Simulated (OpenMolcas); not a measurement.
# A workflow on NH (imidogen)

Wanted: the energy (UHF/3-21G), then a single-point energy (CASSCF(4,4)/3-21G), then the energy (CASPT2(4,4)/3-21G), then the energy (SC-NEVPT2(4,4)/3-21G), then the energy (MRCI(4,4)/3-21G) of NH (imidogen). 

The calculation is run with OpenMolcas 26.06.

## Step 1: The molecule

NH has 2 atoms, charge 0, and is taken as a triplet. SMILES: `[NH]`. The N1–H2 distance was set to 1.813 Å, away from the relaxed value.

## Step 2: A single-point energy at UHF/3-21G (run 1)

File step1.input:

```
&GATEWAY
 BasLib = $CurrDir
 Coord
 2
 angstrom
 N        0.000000       0.000000      -0.777190
 H        0.000000       0.000000       1.036210
 Basis = 3-21G
 Group = NoSym

&SEWARD

&SCF
 UHF
 Spin = 3
 Scramble = 0.25
 PrOrbitals = 1 1
```

The basis set 3-21G is read from a file made from the Basis Set Exchange's data (not shown).

Command:

```bash
$ export MOLCAS_MEM=1860
$ pymolcas step1.input > step1.log
```

The log of the run (excerpt; [...] marks lines left out):

```text
--- Start Module: gateway ---
[...]
--- Stop Module: gateway /rc=_RC_ALL_IS_WELL_ ---
--- Start Module: seward ---
[...]
      Basis functions           11
--- Stop Module: seward /rc=_RC_ALL_IS_WELL_ ---
--- Start Module: scf ---
[...]
       Convergence after  36 Iterations
[...]
::    Total SCF energy                                -54.6052431993
[...]
      Total spin, S                                     1.2413728896
[...]
      Total electronic charge=    8.000000
      Total            charge=   -0.000000
[...]
      Dipole Moment (debye):
      Origin of the operator (angstrom)=    0.0000    0.0000   -0.6554
                   X=  3.0024E-06               Y= -3.1693E-06               Z=  1.6351E-01           Total=  1.6351E-01
      Quadrupole Moment (debye*angstrom):
[...]
--- Stop Module: scf /rc=_RC_ALL_IS_WELL_ ---
[...]
```

Run time: 1.8 s. Hardware: 1 thread of Arm Neoverse V2, shared host; peak memory 0.37 GiB.

## Step 3: The energy at CASSCF(4,4)/3-21G (run 2)

File step2.inp:

```
* HN CASSCF
&GATEWAY
BasLib
$CurrDir
Coord
2
angstrom
N        0.000000       0.000000      -0.777190
H        0.000000       0.000000       1.036210
Basis
3-21G
Group
NoSym
&SEWARD
&RASSCF
FileOrb
$CurrDir/step1.UnaOrb
Spin
3
Nactel
4 0 0
Inactive
2
Ras2
4
OrbListing
Nothing
OrbAppear
Compact
```

The basis set 3-21G is read from a file made from the Basis Set Exchange's data (not shown).

Command:

```bash
$ export MOLCAS_MEM=1860
$ pymolcas step2.inp > step2.log
```

The log of the run (excerpt; [...] marks lines left out):

```text
--- Start Module: gateway ---
[...]
--- Stop Module: gateway /rc=_RC_ALL_IS_WELL_ ---
--- Start Module: seward ---
[...]
      Basis functions           11
--- Stop Module: seward /rc=_RC_ALL_IS_WELL_ ---
--- Start Module: rasscf ---
[...]
      Number of active orbitals                  4
[...]
      Spin quantum number                      1.0
[...]
      Active orbitals                            4
[...]
      Number of CSFs                            15
[...]
      Number of root(s) required                 1
[...]
      Convergence after  8 iterations
[...]
      printout of CI-coefficients larger than  0.05 for root  1
      energy=     -54.620532
      conf/sym  1111     Coeff  Weight
             1  2uu0  -0.87884 0.77235
             6  uduu   0.22416 0.05025
             9  uudu  -0.12942 0.01675
            10  uuud  -0.18303 0.03350
            15  0uu2   0.35658 0.12715
      Natural orbitals and occupation numbers for root  1
      sym 1:   1.645201   1.000000   1.000000   0.354799
      ************************************************************************************************************************
      *                                                    Final results                                                     *
[...]
::    RASSCF root number  1 Total energy:    -54.62053183
[...]
      Total electronic charge=    8.000000
      Total            charge=   -0.000000
[...]
      Dipole Moment (debye):
      Origin of the operator (angstrom)=    0.0000    0.0000   -0.6554
                   X= -7.7431E-09               Y=  8.1314E-09               Z=  2.9480E-01           Total=  2.9480E-01
      Quadrupole Moment (debye*angstrom):
[...]
--- Stop Module: rasscf /rc=_RC_ALL_IS_WELL_ ---
[...]
```

Wall time 1.4 s (1 thread of Arm Neoverse V2, shared host); peak memory 0.37 GiB.

## Step 4: The energy at CASPT2(4,4)/3-21G (run 3)

File step3.input:

```
&GATEWAY
 BasLib=$CurrDir
 Coord
 2
 angstrom
 N        0.000000       0.000000      -0.777190
 H        0.000000       0.000000       1.036210
 Basis=3-21G
 Group=NoSym

&SEWARD

&RASSCF
 FileOrb=$CurrDir/step2.RasOrb
 Spin=3
 Nactel=4 0 0
 Inactive=2
 Ras2=4
 OrbListing=Nothing
 OrbAppear=Compact

&CASPT2
 Imaginary=0.1
 Frozen=1
```

The basis set 3-21G is read from a file made from the Basis Set Exchange's data (not shown).

Command:

```bash
$ export MOLCAS_MEM=1860
$ pymolcas step3.input > step3.log
```

The log of the run (excerpt; [...] marks lines left out):

```text
--- Start Module: gateway ---
[...]
--- Stop Module: gateway /rc=_RC_ALL_IS_WELL_ ---
[...]
      Basis functions           11
[...]
--- Start Module: rasscf ---
[...]
      Number of active orbitals                  4
[...]
      Spin quantum number                      1.0
[...]
      Active orbitals                            4
[...]
      Number of CSFs                            15
[...]
      Number of root(s) required                 1
[...]
      Convergence after  4 iterations
[...]
      printout of CI-coefficients larger than  0.05 for root  1
      energy=     -54.620532
      conf/sym  1111     Coeff  Weight
             1  2uu0  -0.87884 0.77235
             6  uduu   0.22416 0.05025
             9  uudu  -0.12942 0.01675
            10  uuud  -0.18303 0.03350
            15  0uu2   0.35658 0.12715
      Natural orbitals and occupation numbers for root  1
      sym 1:   1.645201   1.000000   1.000000   0.354799
      ************************************************************************************************************************
      *                                                    Final results                                                     *
[...]
::    RASSCF root number  1 Total energy:    -54.62053183
[...]
      Total electronic charge=    8.000000
      Total            charge=   -0.000000
[...]
      Dipole Moment (debye):
      Origin of the operator (angstrom)=    0.0000    0.0000   -0.6554
                   X= -1.8747E-09               Y=  1.9685E-09               Z=  2.9480E-01           Total=  2.9480E-01
      Quadrupole Moment (debye*angstrom):
[...]
--- Stop Module: rasscf /rc=_RC_ALL_IS_WELL_ ---
--- Start Module: caspt2 ---
[...]
 ###    WARNING: User changed nr of frozen orbitals.                         ###
 ###############################################################################
[...]
      E2 (Variational):          -0.0331435714
      Total energy:             -54.6536754029
[...]
      Reference weight:           0.99052
[...]
::    CASPT2 Root  1     Total energy:    -54.65367540
[...]
--- Stop Module: caspt2 /rc=_RC_ALL_IS_WELL_ ---
[...]
```

Wall time 1.4 s (1 thread of Arm Neoverse V2, shared host); peak memory 0.37 GiB.

## Step 5: A single-point energy at SC-NEVPT2(4,4)/3-21G (run 4)

File step4.inp:

```
* HN NEVPT2
>>> EXPORT MOLCAS_PRINT=2

&GATEWAY
 BasLib=$CurrDir
 Coord
 2
 angstrom
 N        0.000000       0.000000      -0.777190
 H        0.000000       0.000000       1.036210
 Basis=3-21G
 Group=NoSym

&SEWARD

&RASSCF
 FileOrb=$CurrDir/step2.RasOrb
 Spin=3
 Nactel=4 0 0
 Inactive=2
 Ras2=4
 OrbListing=Nothing
 OrbAppear=Compact

&CASPT2
 SC-NEVPT2
 Frozen=1
```

The basis set 3-21G is read from a file made from the Basis Set Exchange's data (not shown).

Command:

```bash
$ export MOLCAS_MEM=1860
$ pymolcas step4.inp > step4.log
```

The log of the run (excerpt; [...] marks lines left out):

```text
--- Start Module: gateway ---
[...]
--- Stop Module: gateway /rc=_RC_ALL_IS_WELL_ ---
[...]
      Basis functions           11
[...]
--- Start Module: rasscf ---
[...]
      Number of active orbitals                  4
[...]
      Spin quantum number                      1.0
[...]
      Active orbitals                            4
[...]
      Number of CSFs                            15
[...]
      Number of root(s) required                 1
[...]
      Convergence after  4 iterations
[...]
      printout of CI-coefficients larger than  0.05 for root  1
      energy=     -54.620532
      conf/sym  1111     Coeff  Weight
             1  2uu0  -0.87884 0.77235
             6  uduu   0.22416 0.05025
             9  uudu  -0.12942 0.01675
            10  uuud  -0.18303 0.03350
            15  0uu2   0.35658 0.12715
      Natural orbitals and occupation numbers for root  1
      sym 1:   1.645201   1.000000   1.000000   0.354799
      ************************************************************************************************************************
      *                                                    Final results                                                     *
[...]
::    RASSCF root number  1 Total energy:    -54.62053183
[...]
      Total electronic charge=    8.000000
      Total            charge=   -0.000000
[...]
      Dipole Moment (debye):
      Origin of the operator (angstrom)=    0.0000    0.0000   -0.6554
                   X= -1.8747E-09               Y=  1.9685E-09               Z=  2.9480E-01           Total=  2.9480E-01
      Quadrupole Moment (debye*angstrom):
[...]
--- Stop Module: rasscf /rc=_RC_ALL_IS_WELL_ ---
--- Start Module: caspt2 ---
[...]
 ###    WARNING: User changed nr of frozen orbitals.                         ###
 ###############################################################################
[...]
      E2 (Variational):          -0.0299550007
[...]
      E2 (Variational):          -0.0298691778
      Total energy:             -54.6504010093
[...]
      Reference weight:           0.99254
[...]
::    SC-NEVPT2 Root  1     Total energy:    -54.65040101
[...]
--- Stop Module: caspt2 /rc=_RC_ALL_IS_WELL_ ---
[...]
```

Wall time 1.4 s (1 thread of Arm Neoverse V2, shared host); peak memory 0.37 GiB.

## Step 6: A single-point energy at MRCI(4,4)/3-21G (run 5)

File step5.input:

```
* HN MRCI
>>> EXPORT MOLCAS_PRINT=2

&GATEWAY
  BASLIB=$CurrDir
  COORD
  2
  angstrom
  N        0.000000       0.000000      -0.777190
  H        0.000000       0.000000       1.036210
  BASIS=3-21G
  GROUP=NoSym

&SEWARD

&RASSCF
  FILEORB=$CurrDir/step2.RasOrb
  SPIN=3
  NACTEL=4 0 0
  INACTIVE=2
  RAS2=4
  ORBLISTING=Nothing
  ORBAPPEAR=Compact

&MOTRA
  LUMORB
  FROZEN=1

&GUGA
  ELECTRONS=6
  SPIN=3
  INACTIVE=1
  ACTIVE=4
  CIALL=1

&MRCI
  SDCI
```

The basis set 3-21G is read from a file made from the Basis Set Exchange's data (not shown).

Command:

```bash
$ export MOLCAS_MEM=1860
$ pymolcas step5.input > step5.log
```

The log of the run (excerpt; [...] marks lines left out):

```text
--- Start Module: gateway ---
[...]
--- Stop Module: gateway /rc=_RC_ALL_IS_WELL_ ---
[...]
      Basis functions           11
[...]
      Number of active orbitals                  4
[...]
      Spin quantum number                      1.0
[...]
      Active orbitals                            4
[...]
      Number of CSFs                            15
[...]
      Number of root(s) required                 1
[...]
      Convergence after  4 iterations
[...]
      printout of CI-coefficients larger than  0.05 for root  1
      energy=     -54.620532
      conf/sym  1111     Coeff  Weight
             1  2uu0  -0.87884 0.77235
             6  uduu   0.22416 0.05025
             9  uudu  -0.12942 0.01675
            10  uuud  -0.18303 0.03350
            15  0uu2   0.35658 0.12715
      Natural orbitals and occupation numbers for root  1
      sym 1:   1.645201   1.000000   1.000000   0.354799
      ************************************************************************************************************************
      *                                                    Final results                                                     *
[...]
::    RASSCF root number  1 Total energy:    -54.62053183
[...]
      Dipole Moment (debye):
      Origin of the operator (angstrom)=    0.0000    0.0000   -0.6554
                   X= -1.8747E-09               Y=  1.9685E-09               Z=  2.9480E-01           Total=  2.9480E-01
      Quadrupole Moment (debye*angstrom):
[...]
      *** WARNING: Default frozen orbitals is overwritten by user input.
      *** Default values:   1
[...]
--- Start Module: guga ---
[...]
--- Stop Module: guga /rc=_RC_ALL_IS_WELL_ ---
--- Start Module: mrci ---
[...]
       (But an ACPF correction will be computed)
       USE THE DEFAULT ACPF G-VALUE GFAC=  0.33333333333333331
[...]
                      CI ENERGY:   -54.65806887
[...]
                ACPF CORRECTION:    -0.00030942
[...]
      Total electronic charge=    8.000000
      Total            charge=   -0.000000
[...]
     ACPF CORRECTION:     -0.00030942
[...]
  CI State   1     Total energy:    -54.65806887     QDav:     -0.00046605     QACPF:     -0.00030942
[...]
--- Stop Module: mrci /rc=_RC_ALL_IS_WELL_ ---
[...]
```

Wall time 1.5 s (1 thread of Arm Neoverse V2, shared host); peak memory 0.37 GiB.

## Step 7: Outcome

| quantity | value |
| --- | --- |
| run 1, UHF/3-21G: total energy | -54.60524 Eh |
| run 1, UHF/3-21G: dipole moment | 0.16 D |
| run 1, UHF/3-21G: HOMO energy (highest over α and β) | -12.79 eV |
| run 1, UHF/3-21G: LUMO energy (lowest over α and β) | 3.88 eV |
| run 1, UHF/3-21G: ⟨S²⟩ | 2.782 |
| run 2, CASSCF(4,4)/3-21G: total energy | -54.62053 Eh |
| run 2, CASSCF(4,4)/3-21G: dipole moment (CASSCF density) | 0.29 D |
| run 3, CASPT2(4,4)/3-21G: total energy | -54.65368 Eh |
| run 3, CASPT2(4,4)/3-21G: dipole moment (CASSCF density) | 0.29 D |
| run 4, SC-NEVPT2(4,4)/3-21G: total energy | -54.65040 Eh |
| run 4, SC-NEVPT2(4,4)/3-21G: dipole moment (CASSCF density) | 0.29 D |
| run 5, MRCI(4,4)/3-21G: total energy | -54.65807 Eh |
| run 5, MRCI(4,4)/3-21G: dipole moment (CASSCF density) | 0.29 D |

What this shows: ⟨S²⟩ (run 1, UHF/3-21G) is 2.78 where a pure triplet has 2.00: the reference is spin-contaminated.
